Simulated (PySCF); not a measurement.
# Adding and removing an electron: HCl

PBE0; basis H aug-pcseg-1, Cl aug-pcseg-1; no relativity; PySCF 2.14. Neutral (UKS): singlet (closed shell), Re = 1.290 Å, ωe = 2990 cm⁻¹, De = 4.47 eV, HOMO -9.51 eV, LUMO -0.47 eV.

HCl⁺ (UKS): doublet (π ↑), Re = 1.334 Å, ωe = 2671 cm⁻¹, De = 4.75 eV to H + Cl⁺. The energies at the minima are -460.63270 hartree for HCl and -460.16551 for HCl⁺.

Problem. Work out the adiabatic ionisation energy, without and with harmonic zero-point energies (1 hartree = 27.2114 eV, 1 eV = 8065.5 cm⁻¹), and the change of the bond length.

Solution. At PBE0: 0.46719 hartree = 12.713 eV between the minima; the zero-point term (2671.0 − 2990.0)/2 cm⁻¹ = -0.020 eV makes it 12.693 eV. Re changes by +4.4 pm against the neutral. Minus the HOMO energy is 9.51 eV, -3.20 eV from the value between the minima; self-interaction puts the Kohn–Sham level too high, less so with exact exchange. The electron leaves a π orbital, which is non-bonding in a hydride.

For an ion De counts to the pair picked by the measured ionisation energies or electron affinities, which need not be the lowest pair at this level. States were picked by a PBE0 search and need not be the measured ground states.
